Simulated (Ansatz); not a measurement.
# CHAlP: the cost of one run

Computed with Ansatz 0.2.0, Gaussian basis. Level: the settings change from run to run.

18 further runs of the same task are left out: 6 that didn't finish, 12 set aside as unsound or not needed. Runs told in other sessions of the task aren't counted.

## (1) The geometry

The geometry is a PBE0/def2-TZVP stationary point (not a proven minimum) with its atoms shifted at random (size 0.100 Å).

4 atoms, charge 0, spin multiplicity 2.

Atoms are counted from 1 here; the program's logs count them from 0.

Bond lengths: Al1–C3 1.819 Å, Al1–H4 1.539 Å, P2–C3 1.585 Å. Angles: C3–Al1–H4 175.2°, Al1–C3–P2 178.1°.

## (2) CCSD on ROHF/cc-pVDZ

in.yaml reads:

```yaml
crystal:
  periodic: [false, false, false]
  atoms:
    - {symbol: Al, position_ang: [0.064568, 0.023749, -0.919655]}
    - {symbol: P, position_ang: [-0.100306, 0.032123, 2.479756]}
    - {symbol: C, position_ang: [-0.023685, -0.000301, 0.896925]}
    - {symbol: H, position_ang: [0.059423, -0.055571, -2.457026]}
basis:
  gaussian: {orbitals: cc-pVDZ}
magnetization: {spin_polarized: false, initial_magnetization: 1}
correlation: {method: ccsd, electrons: outside_noble_gas, diis_vectors: 4}
accuracy: high
scf: {lower_state_search: off}
output: {forces: true}
```

On the command line:

```
> ansatz run in.yaml --threads 1 --pin off --events-out ev --progress --plain --max-ram 2393MiB
```

Q: Estimate wall time and peak memory on 1 thread of Arm Neoverse V2, shared host.

About 20 s, with a peak of 0.28 GiB.
